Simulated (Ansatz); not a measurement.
# CH₂N− (SMILES C=[N-]): functionals against CCSD(T) at one geometry

An exercise on one series of results from a longer session: the logs are not shown, and one member is left open.

Program: Ansatz 0.2.0, Gaussian basis. Level of theory: single points in def2-TZVPPD. These are calculated values, not measurements.

Cores are frozen in the correlated methods.

## The starting structure

SMILES `C=[N-]`, 4 atoms, charge -1, spin multiplicity 1.

Atoms are counted from 1 here; the program's logs count them from 0.

Bond lengths: C1–N2 1.202 Å, C1–H3 1.133 Å, C1–H4 1.282 Å. Angles: N2–C1–H3 135.0°, N2–C1–H4 124.3°, H3–C1–H4 100.6°.

As a file:

```
C     0.0292    0.0878    0.0549
N     0.8133    0.6247    0.7908
H    -0.8747    0.4275   -0.5374
H     0.1136   -1.1349   -0.3220
```

Set-up of the first run:

run/in.yaml

```yaml
crystal:
  periodic: [false, false, false]
  atoms:
    - {symbol: C, position_ang: [0.029200, 0.087800, 0.054900]}
    - {symbol: N, position_ang: [0.813300, 0.624700, 0.790800]}
    - {symbol: H, position_ang: [-0.874700, 0.427500, -0.537400]}
    - {symbol: H, position_ang: [0.113600, -1.134900, -0.322000]}
basis:
  gaussian: {orbitals: "def2-TZVPPD.json"}
total_charge: -1
correlation: {method: ccsd_t}
output: {forces: true}
```

The basis file named in the input lies beside it (Basis Set Exchange, JSON).

The command line of these runs was not kept.

Steps of the session up to this table: CCSD(T)/def2-TZVPPD; PBE0-D4/def2-TZVPPD; wB97M-V/def2-TZVPPD; r2SCAN-D4/def2-TZVPPD; PBE-D4/def2-TZVPPD; SPW92/def2-TZVPPD; r2SCAN0-D4/def2-TZVPPD.

One of the session's tables, all rows but one given; the rest of the session is left out.

```
    method  RMS force component (eV/Å)  angle to CCSD(T) forces (°)
   CCSD(T)                       1.547                    reference
   PBE0-D4                       1.128                         11.7
   wB97M-V                           ?                            ?
 r2SCAN-D4                       1.116                          8.9
    PBE-D4                       1.298                          6.6
     SPW92                       1.065                         12.6
r2SCAN0-D4                       1.039                         17.5
```

Q: Estimate the row for wB97M-V from the others.

The run gave: RMS force component (eV/Å): 1.164; angle to CCSD(T) forces (°): 10.9. In the column «RMS force component (eV/Å)» it lies between PBE0-D4 (1.128) and PBE-D4 (1.298).

Caveats from the session: The anion's highest level is positive in at least one run, so there the basis alone may hold the extra electron.
